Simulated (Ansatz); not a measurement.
C3H5ClO can be A, `ClC1CCO1`, or B, `C=C(O)CCl`.

Calculated with Ansatz (gas phase, PBE0-D4/def2-TZVP geometries, no zero-point term in ΔE). CCSD(T)/CBS is the MP2 limit (def2-TZVPP, def2-QZVPP) plus CCSD(T) − MP2 in def2-TZVPP, frozen cores. DFT in def2-TZVPP. One conformer a species, not always the lowest.

A:

```xyz
10

Cl    0.423   -2.242    0.851
C     0.337   -0.904   -0.352
C    -0.802    0.078   -0.099
C     0.326    1.033    0.295
O     1.313    0.075   -0.141
H     0.424   -1.394   -1.321
H    -1.333    0.360   -1.007
H    -1.508   -0.206    0.677
H     0.403    1.964   -0.269
H     0.416    1.237    1.365
```

B:

Z-matrix (Å, degrees):
```
C
Cl 1 1.789
C 1 1.486 2 111.8
H 1 1.090 2 106.4 3 120.7
H 1 1.086 2 107.4 3 -121.5
O 3 1.352 1 111.7 2 68.6
C 3 1.331 1 123.0 2 -112.8
H 6 0.962 3 109.4 1 -177.1
H 7 1.080 3 120.4 1 2.3
H 7 1.084 3 121.9 1 -178.1
```

Which is lower in electronic energy at CCSD(T)/CBS, and by how much? (Estimate.)

The calculation gave: B, by 11.6 kcal/mol.

Give E(B) − E(A) in kcal/mol with CCSD(T)/def2-SVP, ωB97M-V, B2PLYP, r2SCAN-D4, MP2/def2-TZVPP, CCSD/def2-TZVPP, LDA (SPW92). (An estimate is asked.)

The calculation gave: CCSD(T)/def2-SVP -10.1, ωB97M-V -10.1, B2PLYP -12.4, r2SCAN-D4 -11.2, MP2/def2-TZVPP -10.8, CCSD/def2-TZVPP -10.7, LDA (SPW92) -8.1. None reverses the order clearly.

Does the order hold for the free energy at 298.15 K (harmonic terms from PBE0-D4)? (An estimate is asked.)

The calculation gave: Yes: G(B) − G(A) = -13.2 kcal/mol, for one conformer each.

Largest T1 diagnostic: 0.011.

From r2SCAN to r2SCAN0 (25 % exact exchange), in def2-TZVPP and without D4, E(B) − E(A) moves by +0.8 kcal/mol. In def2-TZVPP, CCSD(T) changes the Hartree–Fock value by +2.2 kcal/mol (the triples alone add −0.1 kcal/mol) and MP2 by +2.2 kcal/mol.
